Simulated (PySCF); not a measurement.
**How far are cheaper levels from CCSD(T)/CBS for OF?**

PySCF; the state is a doublet (π ↑). The composite is CCSD(T) extrapolated to the basis-set limit from two correlation-consistent sets, with core-valence (CV) and scalar-relativistic (SR) terms as its label shows; it has no spin–orbit coupling and nothing beyond (T). Here it is CCSD(T)/CBS(TQ)+CV+SR. It gives Re = 1.350 Å, ωe = 1069 cm⁻¹ and De = 2.24 eV to O + F.

```json
{"level": "UHF-CCSD", "basis": "6-31G(d,p)", "relativity": "no relativity", "Re (Å)": "1.375", "ωe (cm⁻¹)": "1052", "De (eV)": "1.66"}
{"level": "UHF-CCSD", "basis": "def2-SVPD", "relativity": "no relativity", "Re (Å)": "1.356", "ωe (cm⁻¹)": "1046", "De (eV)": "1.60"}
{"level": "UHF-CCSD(T)", "basis": "def2-SVPD", "relativity": "no relativity", "Re (Å)": "1.366", "ωe (cm⁻¹)": "1021", "De (eV)": "1.79"}
{"level": "UHF-CCSD(T)", "basis": "x2c-TZVPPall", "relativity": "spin-free X2C", "Re (Å)": "1.356", "ωe (cm⁻¹)": "1089", "De (eV)": "2.05"}
{"level": "PBEsol", "basis": "def2-SVP", "relativity": "no relativity", "Re (Å)": "1.338", "ωe (cm⁻¹)": "1137", "De (eV)": "3.64"}
{"level": "revPBE", "basis": "def2-SVPD", "relativity": "no relativity", "Re (Å)": "1.364", "ωe (cm⁻¹)": "1058", "De (eV)": "2.72"}
{"level": "r²SCAN", "basis": "aug-cc-pVDZ", "relativity": "no relativity", "Re (Å)": "1.354", "ωe (cm⁻¹)": "1101", "De (eV)": "2.48"}
{"level": "PBE0", "basis": "def2-SVP", "relativity": "no relativity", "Re (Å)": "1.324", "ωe (cm⁻¹)": "1171", "De (eV)": "2.39"}
{"level": "r²SCAN0", "basis": "aug-cc-pVDZ", "relativity": "no relativity", "Re (Å)": "1.332", "ωe (cm⁻¹)": "1159", "De (eV)": "1.88"}
{"level": "LC-ωPBE", "basis": "def2-SVPD", "relativity": "no relativity", "Re (Å)": "1.319", "ωe (cm⁻¹)": "1206", "De (eV)": "2.41"}
```

Task: Give the difference of each row from the composite.

Result: 

| level | basis | ΔRe (pm) | Δωe (%) | ΔDe (eV) |
| --- | --- | --- | --- | --- |
| UHF-CCSD | 6-31G(d,p) | +2.5 | -1.6 | -0.58 |
| UHF-CCSD | def2-SVPD | +0.6 | -2.2 | -0.64 |
| UHF-CCSD(T) | def2-SVPD | +1.6 | -4.5 | -0.45 |
| UHF-CCSD(T) | x2c-TZVPPall | +0.6 | +1.9 | -0.19 |
| PBEsol | def2-SVP | -1.2 | +6.4 | +1.40 |
| revPBE | def2-SVPD | +1.4 | -1.0 | +0.48 |
| r²SCAN | aug-cc-pVDZ | +0.4 | +3.0 | +0.24 |
| PBE0 | def2-SVP | -2.6 | +9.5 | +0.15 |
| r²SCAN0 | aug-cc-pVDZ | -1.8 | +8.4 | -0.36 |
| LC-ωPBE | def2-SVPD | -3.1 | +12.8 | +0.17 |

Task: Which rows come closest in De?

Result: PBE0 in def2-SVP (+0.15 eV), counted from the composite.

Correlated steps freeze 2 core orbitals. Correlated levels converge slowly with the basis: in double zeta they bind strong bonds too weakly, by up to about 1 eV, and carry superposition errors of some tenths. The state is the lowest determinant that a PBE0 search found; another state may lie lower at other levels.
